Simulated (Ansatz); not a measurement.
Results of HSE06 (PAW; Ansatz, a quantum-chemistry and plane-wave program) for hcp Zr.

Settings: plane-wave cutoff 460 eV, 9×9×6 k mesh (along the axes of the cell as run), Fermi–Dirac smearing 0.05 eV, scalar-relativistic PAW data made under PBE.

Computed at the level's own relaxed cell.

Question: Estimate the equilibrium lattice constant a and lattice parameter c that the calculation returns.

Answer: 
equilibrium lattice constant a: 3.254 Å
lattice parameter c: 5.118 Å

Measured, for comparison: lattice constant a 3.232 Å, lattice parameter c 5.148 Å (293 K, not corrected to a static lattice; as tabulated in Wikipedia's data pages). Computed (rounded) less measured: lattice constant a +0.7 %, lattice parameter c -0.6 %. A static lattice is as a rule a little smaller and stiffer than an uncorrected measurement, which narrows the difference in the lattice parameter c and would widen misses of the other sign.

The computed numbers hold no vibrational or temperature effects.

Computing time: around 30 core-minutes (rough).
